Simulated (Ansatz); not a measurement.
System: trigonal Se. Method: PBEsol (PAW; Ansatz, a program for electronic structure).

Run with plane-wave cutoff 500 eV, 12×12×8 k mesh (along the axes of the cell as run), gaussian smearing 0.02 eV, scalar-relativistic PAW data made under PBE.

Cell (relaxed at this level):

Space group P3₁21 (No. 152); a = b = 4.0394 Å, c = 5.1206 Å, α = β = 90.00°, γ = 120.00°

```json
[
 {"atom": "Se", "site": "3a", "symmetry": ".2.", "x": "0.7513", "y": "0.7513", "z": "0.0000"}
]
```

Problem. What does this level give for the band gap?

Solution. 
* **band gap**: 0.45 eV (on the SCF k mesh)

Note: the cell comes from a level without a dispersion term, which matters for the spacing of layers, chains or molecules.

Spin–orbit coupling is not included.

Computed values are for the static lattice.
